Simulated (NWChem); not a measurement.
## Ionisation of methylamine (CH$_{5}$N)

SMILES: CN
```xyz
7

C     -0.0874     0.6904     0.0000
N      0.1968    -0.7279     0.0000
H      0.3730     1.1640    -0.8817
H      0.3730     1.1640     0.8817
H     -1.1606     0.9771     0.0000
H     -0.2194    -1.1763    -0.8133
H     -0.2194    -1.1763     0.8133
```
Charge 0, spin multiplicity 1.

Everything below was run with NWChem. All single points use one geometry, from PBE0/def2-SVP, a minimum by its harmonic frequencies.

Basis set: def2-TZVP. −ε marks an orbital energy of the parent.

B3LYP has NWChem's definition, with VWN1-RPA local correlation.

Problem. One of these methods gave a first vertical ionisation energy of 10.60 eV. Which?
A. −ε(HOMO) of HF
B. −ε(HOMO) of BHandHLYP
C. −ε(HOMO) of B3LYP
D. −ε(HOMO) of BP86

Solution. A, −ε(HOMO) of HF. The others give 5.41 (−ε(HOMO) of BP86), 8.28 (−ε(HOMO) of BHandHLYP), 6.58 (−ε(HOMO) of B3LYP).
